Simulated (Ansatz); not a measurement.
# ClFO2S: up Jacob's ladder to CCSD(T)

The task here is to estimate one member of a computed series from the others.

The runs use Ansatz 0.2.0, Gaussian basis; functionals in def2-TZVPP, the program's frozen cores in correlated methods.

Levels to be run: LDA (SPW92), PBE-D4, revPBE-D4, BLYP-D4, r2SCAN-D4, B97M-V, PBE0-D4, B3LYP-D4, r2SCANh-D4, r2SCAN0-D4, HSE06-D4, BHLYP-D4, CAM-B3LYP-D4, LC-ωPBE, ωB97X-V, ωB97M-V, B2PLYP, PBE-QIDH; CCSD(T)/def2-SVP; CCSD(T)/def2-TZVPP; MP2/def2-QZVPP; extrapolation to the limit; RPA on PBE.

### The geometry

An earlier PBE0-D4 in a triple-zeta def2 set relaxation fixed the geometry.

SMILES `O=S(=O)(F)Cl`, 5 atoms, charge 0, spin multiplicity 1.

Atoms are counted from 1 here; the program's logs count them from 0.

Bond lengths: O1–S2 1.410 Å, S2–O3 1.410 Å, S2–F4 1.551 Å, S2–Cl5 1.995 Å. Angles: O1–S2–O3 123.8°, O1–S2–F4 107.1°, O1–S2–Cl5 108.9°, O3–S2–F4 107.1°, O3–S2–Cl5 108.9°, F4–S2–Cl5 97.8°.

The first run:

The input, in.yaml:

```yaml
crystal:
  periodic: [false, false, false]
  atoms:
    - {symbol: O, position_ang: [-0.123497, -0.162692, 1.503039]}
    - {symbol: S, position_ang: [0.100211, -0.145145, 0.111166]}
    - {symbol: O, position_ang: [1.158043, -0.828959, -0.522123]}
    - {symbol: F, position_ang: [-1.214700, -0.608716, -0.568407]}
    - {symbol: Cl, position_ang: [0.079933, 1.745522, -0.523686]}
basis:
  gaussian: {orbitals: def2-TZVPP}
hamiltonian: {xc: lda}
output: {orbitals: {seedname: orbitals}}
```

Command:

```
> ansatz run in.yaml --threads 4 --pin off --events-out ev --progress --plain --max-ram 10444MiB
```

Steps of the session up to this table: LDA; PBE-D4 (GGA); revPBE-D4 (GGA); BLYP-D4 (GGA); r2SCAN-D4 (meta-GGA); B97M-V (meta-GGA); PBE0-D4 (hybrid); B3LYP-D4 (hybrid); r2SCANh-D4 (hybrid); r2SCAN0-D4 (hybrid); HSE06-D4 (hybrid); BHLYP-D4 (hybrid); CAM-B3LYP-D4 (range-separated); LC-ωPBE (range-separated); ωB97X-V (range-separated); ωB97M-V (range-separated); B2PLYP (double hybrid); PBE-QIDH (double hybrid).

One of the session's tables, all rows but one given; the rest of the session is left out.

It belongs to the step «Frontier levels by functional». 

```
  functional  HOMO (eV)  LUMO (eV)  gap (eV)
 LDA (SPW92)      -8.61      -3.24      5.37
      PBE-D4      -8.40      -2.94      5.46
   revPBE-D4      -8.32      -2.83      5.49
     BLYP-D4      -8.27      -2.90      5.37
   r2SCAN-D4      -8.80      -2.76      6.04
      B97M-V          ?          ?         ?
     PBE0-D4     -10.02      -1.92      8.10
    B3LYP-D4      -9.74      -2.26      7.49
  r2SCANh-D4      -9.40      -2.39      7.01
  r2SCAN0-D4     -10.30      -1.82      8.48
    HSE06-D4      -9.62      -2.31      7.31
    BHLYP-D4     -11.54      -0.83     10.72
CAM-B3LYP-D4     -11.47      -0.82     10.65
     LC-ωPBE     -12.86       0.51     13.37
     ωB97X-V     -12.47       0.43     12.90
     ωB97M-V     -12.34       0.32     12.66
```

Estimate the missing values for B97M-V.

The run gave: HOMO (eV): -8.89; LUMO (eV): -2.59; gap (eV): 6.30. In the column «HOMO (eV)» it lies between r2SCANh-D4 (-9.40) and r2SCAN-D4 (-8.80).
